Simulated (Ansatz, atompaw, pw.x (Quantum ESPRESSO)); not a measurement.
## From atom to crystal: PAW (atompaw) potential for arsenic

atompaw 4.2.0.5 input, output lines left out:

```
As 33
GGA-PBESOL scalarrelativistic loggrid 1500 logderivrange -3 5 201
4 4 3 0 0 0
4 1 3
0 0 0
c
c
c
v
c
c
v
c
2
1.90 1.65 1.70 0.95
y
-0.25
n
y
0.25
n
y
0.15
n
custom rrkj vanderbiltortho sinc
bessel
1.90
1.90
1.90
1.90
1.70
```

Crystal test: fcc As in pw.x 7.5, no spin, 13³ k-points, Fermi–Dirac smearing 0.01 Ry, cutoffs 40/400 Ry. The reference is all-electron LAPW (Ansatz 0.2.0) with the same functional, mesh and smearing; V0 and B0 come from Birch–Murnaghan fits to the pressures at five volumes. Errors are pseudo minus all-electron; Δ is the rms difference of the E(V) curves that follow from these fits, minima aligned, over ±6 % about the mean V0. Mesh and smearing are coarse, so the numbers serve the comparison and aren't converged zero-temperature values; the lattice is a test structure that the element need not adopt.

All-electron: a0 = 4.195 Å (V0 = 18.46 Å³/atom), B0 = 88.9 GPa.

How far does the potential miss the all-electron equation of state?

mean pressure error (GPa): -0.41; a0 (Å): 4.189; a0 error (%): -0.15; B0 error (%): +1.1; Δ (meV/atom): 1.6.

```json
{"V (Å³/atom)": "17.629", "P all-electron (GPa)": "4.48", "P pseudo (GPa)": "4.03"}
{"V (Å³/atom)": "18.093", "P all-electron (GPa)": "1.84", "P pseudo (GPa)": "1.41"}
{"V (Å³/atom)": "18.557", "P all-electron (GPa)": "-0.48", "P pseudo (GPa)": "-0.89"}
{"V (Å³/atom)": "19.021", "P all-electron (GPa)": "-2.52", "P pseudo (GPa)": "-2.91"}
{"V (Å³/atom)": "19.485", "P all-electron (GPa)": "-4.32", "P pseudo (GPa)": "-4.69"}
```

At the middle volume, how do free energy and pressure move when the wave cutoff is lowered (ecutrho held at 400 Ry)?

| cutoff (Ry) | shift of F (meV/atom) | shift of P (GPa) |
| --- | --- | --- |
| 18 | +13.7 | -0.22 |
| 24 | +3.0 | -0.06 |
| 32 | +1.1 | +0.01 |

The run at the middle volume (84 k-points, 6 iterations) took about 11 s on one core of a shared host (Intel(R) Xeon(R) Processor @ 2.70GHz, 64 threads, 189 GiB, load 62).
